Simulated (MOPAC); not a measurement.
MOPAC input (PM6):

```
PM6 1SCF UHF MS=0.5 GEO-OK AUX(PRECISION=9) THREADS=1
C2H3O2

C    -0.25707630 1    0.17154252 1   -0.00050422 1
O     0.25831869 1    1.29780427 1   -0.01294596 1
O    -1.33002752 1   -0.37085156 1    0.00890574 1
C     1.05465506 1   -0.86855523 1    0.00357654 1
H     1.99464496 1   -0.33387121 1   -0.00521180 1
H     0.90052178 1   -1.44156834 1    0.91320689 1
H     0.89303133 1   -1.45810589 1   -0.89410728 1
```

Output:

```
 *******************************************************************************
 **                                                                           **
 **                              MOPAC v23.2.5                                **
 **                                                                           **
 *******************************************************************************
 ** MOPAC's Digital Object Identifier: https://doi.org/10.5281/zenodo.6511958 **
 **                                                                           **
 ** Please cite the open-source release paper for use of this MOPAC version:  **
 ** J. E. Moussa and J. J. P. Stewart (2026)                                  **
 ** MOPAC: An open-source semiempirical molecular orbital program             **
 ** J. Open Source Softw., 11(119), 8025, https://doi.org/10.21105/joss.08025 **
 *******************************************************************************

                              PM6 CALCULATION RESULTS

 *******************************************************************************
 *  PM6        - The PM6 Hamiltonian to be used
 *  GEO-OK     - OVERRIDE INTERATOMIC DISTANCE AND OTHER SAFETY CHECKS
 *  UHF        - UNRESTRICTED HARTREE-FOCK CALCULATION
 *  MS=        - IN MECI, MAGNETIC COMPONENT OF SPIN =  0.5
 *  1SCF       - DO 1 SCF AND THEN STOP
 *  AUX        - OUTPUT AUXILIARY INFORMATION
 *******************************************************************************
PM6 1SCF UHF MS=0.5 GEO-OK AUX(PRECISION=9) THREADS=1
 C2H3O2

   ATOM   CHEMICAL          X               Y               Z
  NUMBER   SYMBOL      (ANGSTROMS)     (ANGSTROMS)     (ANGSTROMS)

     1       C         -0.25707630  *   0.17154252  *  -0.00050422  *
     2       O          0.25831869  *   1.29780427  *  -0.01294596  *
     3       O         -1.33002752  *  -0.37085156  *   0.00890574  *
     4       C          1.05465506  *  -0.86855523  *   0.00357654  *
     5       H          1.99464496  *  -0.33387121  *  -0.00521180  *
     6       H          0.90052178  *  -1.44156834  *   0.91320689  *
     7       H          0.89303133  *  -1.45810589  *  -0.89410728  *

          CARTESIAN COORDINATES

    NO.       ATOM           X           Y           Z

     1         C         -0.2571      0.1715     -0.0005
     2         O          0.2583      1.2978     -0.0129
     3         O         -1.3300     -0.3709      0.0089
     4         C          1.0547     -0.8686      0.0036
     5         H          1.9946     -0.3339     -0.0052
     6         H          0.9005     -1.4416      0.9132
     7         H          0.8930     -1.4581     -0.8941

 General Reference for PM6:
 "Optimization of Parameters for Semiempirical Methods V: Modification of NDDO Approximations
 and Application to 70 Elements", J. J. P. Stewart, J. Mol. Mod., 13, 1173-1213 (2007)
 URL: https://link.springer.com/article/10.1007/s00894-007-0233-4

           Empirical Formula: C2 H3 O2  =     7 atoms

      MOLECULAR POINT GROUP   :   Cs

          UHF CALCULATION, NO. OF ALPHA ELECTRONS =   12
                           NO. OF BETA  ELECTRONS =   11

 -------------------------------------------------------------------------------
 PM6 1SCF UHF MS=0.5 GEO-OK AUX(PRECISION=9) THREADS=1
 C2H3O2

     1SCF WAS SPECIFIED, SO BFGS WAS NOT USED
     SCF FIELD WAS ACHIEVED

                              PM6 CALCULATION
                                                       MOPAC v23.2.5 Linux

          FINAL HEAT OF FORMATION =        -37.37459 KCAL/MOL =    -156.37528 KJ/MOL

          COSMO AREA              =         89.59 SQUARE ANGSTROMS
          COSMO VOLUME            =         72.05 CUBIC ANGSTROMS

          IONIZATION POTENTIAL    =         11.191676 EV
          ALPHA SOMO LUMO (EV)    =        -11.454  0.483
          BETA  SOMO LUMO (EV)    =        -11.192 -3.187
          NO. OF ALPHA ELECTRONS  =         12
          NO. OF BETA  ELECTRONS  =         11
          MOLECULAR WEIGHT        =         59.0445         POINT GROUP:  Cs

          MOLECULAR DIMENSIONS (Angstroms)

            Atom       Atom       Distance
            H     5    O     3     3.32491
            O     2    H     6     2.89913
            H     7    H     6     1.71735

          SCF CALCULATIONS        =          1

   ATOM   CHEMICAL          X               Y               Z
  NUMBER   SYMBOL      (ANGSTROMS)     (ANGSTROMS)     (ANGSTROMS)

     1       C         -0.25707630  *   0.17154252  *  -0.00050422  *
     2       O          0.25831869  *   1.29780427  *  -0.01294596  *
     3       O         -1.33002752  *  -0.37085156  *   0.00890574  *
     4       C          1.05465506  *  -0.86855523  *   0.00357654  *
     5       H          1.99464496  *  -0.33387121  *  -0.00521180  *
     6       H          0.90052178  *  -1.44156834  *   0.91320689  *
     7       H          0.89303133  *  -1.45810589  *  -0.89410728  *

                             CARTESIAN COORDINATES

   1    C       -0.257076300     0.171542520    -0.000504220
   2    O        0.258318690     1.297804270    -0.012945960
   3    O       -1.330027520    -0.370851560     0.008905740
   4    C        1.054655060    -0.868555230     0.003576540
   5    H        1.994644960    -0.333871210    -0.005211800
   6    H        0.900521780    -1.441568340     0.913206890
   7    H        0.893031330    -1.458105890    -0.894107280

           Empirical Formula: C2 H3 O2  =     7 atoms

      MOLECULAR POINT GROUP   :   Cs

          ALPHA EIGENVALUES
 -33.84901 -32.87060 -26.82678 -21.45928 -17.48874 -17.44600 -17.02431 -15.23034
 -15.07103 -13.10649 -12.57242 -11.45402   0.48280   0.88168   2.63650   3.85206
   4.40408   4.53820   5.10503

           BETA EIGENVALUES
 -32.66981 -31.97333 -26.34986 -20.50423 -17.18115 -16.60034 -15.95166 -14.89472
 -14.83666 -11.85501 -11.19168  -3.18684   0.55731   1.56690   2.98507   4.24736
   4.52877   4.64449   5.17418

              NET ATOMIC CHARGES AND DIPOLE CONTRIBUTIONS

  ATOM NO.   TYPE          CHARGE      No. of ELECS.   s-Pop       p-Pop
    1          C           0.571302        3.4287     1.07419     2.35451
    2          O          -0.279090        6.2791     1.88417     4.39492
    3          O          -0.431102        6.4311     1.85665     4.57445
    4          C          -0.425257        4.4253     1.14370     3.28156
    5          H           0.184132        0.8159     0.81587
    6          H           0.190007        0.8100     0.80999
    7          H           0.190007        0.8100     0.80999
 DIPOLE           X         Y         Z       TOTAL
 POINT-CHG.     2.949    -1.669     0.003     3.388
 HYBRID        -0.148     0.149    -0.001     0.210
 SUM            2.801    -1.520     0.002     3.187

          ATOMIC ORBITAL ELECTRON POPULATIONS

     Atom    s        px        py        pz
    1  C   1.07419   0.82777   0.80083   0.72592
    2  O   1.88417   1.50094   1.19700   1.69698
    3  O   1.85665   1.30164   1.68515   1.58766
    4  C   1.14370   1.05262   1.03400   1.19494
    5  H   0.81587
    6  H   0.80999
    7  H   0.80999

                    (SZ)    =    0.500000
                    (S**2)  =    0.778491

          ATOMIC ORBITAL SPIN POPULATIONS

    Atom   Total    s     px     py     pz
         Atomic
    1  C -0.1320 -0.028 -0.043 -0.032 -0.029
    2  O  0.6192  0.011  0.275  0.276  0.058
    3  O  0.0623 -0.003  0.101 -0.008 -0.028
    4  C  0.4849  0.036  0.186  0.247  0.016
    5  H -0.0163 -0.016
    6  H -0.0090 -0.009
    7  H -0.0090 -0.009

 **********************
 *                    *
 * JOB ENDED NORMALLY *
 *                    *
 **********************

 == MOPAC DONE ==
```
